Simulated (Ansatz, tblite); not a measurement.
Cost and result up the ladder for PF₃ (4 atoms). Charge 0, multiplicity 1. Geometry: r2SCAN-D4/def2-TZVP.

```xyz
4

P     0.304    0.455   -0.213
F    -0.900    0.709    0.774
F     1.040   -0.646    0.641
F    -0.444   -0.519   -1.202
```

Ansatz on 2 threads of Intel Xeon 6975P-C on a shared host; xTB runs through tblite on one thread. Times are rough, summed over both states, and most runs start from the orbitals of an earlier one. PBE0-D4/def2-TZVP serves as the yardstick here, not as an exact answer. The other state is a triplet.

The xTB rows come from tblite.

xTB has no spin-polarisation term.

| level | functions | wall time | vertical triplet (eV) | difference from PBE0-D4/def2-TZVP (eV) |
| --- | --- | --- | --- | --- |
| GFN2-xTB | 21 | 0.004 s | 7.27 | 1.56 |
| GFN1-xTB | 21 | 0.032 s | 7.57 | 1.87 |
| PBE-D4/def2-TZVP (with forces) | 130 | 4.1 s | 5.64 | -0.07 |
| PBE0-D4/def2-TZVP | 130 | 6.8 s | 5.71 | 0.00 |
| r2SCAN-D4/def2-TZVP | 130 | 8.6 s | 5.53 | -0.18 |
